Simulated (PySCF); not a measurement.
**Reading a saddle point**

A first-order saddle point of CH4FS (charge -1), singlet, PBE0-D4/def2-TZVPD, with one imaginary mode of 507i cm⁻¹:

```
7
angstrom
F -2.0827 -0.6453 0.7404
C -0.3134 -0.2503 0.1484
S 1.8258 0.1925 -0.5541
H -0.7285 -0.0117 -0.8112
H -0.2611 0.4902 0.9224
H -0.0476 -1.2669 0.3716
H 1.6077 1.4913 -0.8176
```

Computed with PySCF 2.14 with density fitting (its default auxiliary sets; JK sets also for MP2 and CCSD(T)) (basis: def2-TZVPPD and def2-QZVPPD); correlated methods freeze the cores. Extrapolation: Hartree–Fock as exp(−7.88 √X), correlation as X^−2.97.

(1) Which contacts change along the imaginary mode, and what lies on either side? (Judge from chemistry; the calculation decides.)

(2) Which side is lower, and how far does the saddle lie above each? (Judge from chemistry; the value comes from the calculation.)

The T1 diagnostic stays at or below 0.020. The end structure is not quite a true minimum (one mode of 43i cm⁻¹).

## Answers

(1) Computed: The step is [CH₃F ([CH3][F]) + HS]⁻ → [CH₄S ([CH3][SH]) + F]⁻, with the molecules in contact on both sides. Shortening one way: C2–S3; lengthening the same way: F1–C2.
| pair | one side (Å) | saddle (Å) | other side (Å) |
| --- | --- | --- | --- |
| C2–S3 | 3.38 | 2.29 | 1.83 |
| F1–C2 | 1.41 | 1.91 | 2.66 |

(2) Computed: The side with F1–C2 short is lower by 8.49 kcal/mol; the saddle lies 22.76 kcal/mol above it and 14.26 kcal/mol above the other (CCSD(T) at an estimated basis limit (MP2 extrapolated from triple and quadruple zeta, plus CCSD(T) − MP2 in triple zeta); electronic energies).

Labels in which every atom is bracketed show which atoms are joined, not bond orders.

For scale, one of the runs: CCSD(T)/def2-TZVPPD, 196 basis functions, launched by `OMP_NUM_THREADS=4 python run.py`. The run took 3.3 min on 4 CPU threads of a Oxide Virtual Turin-like (shared host), with 2.3 GiB of host memory at its peak.
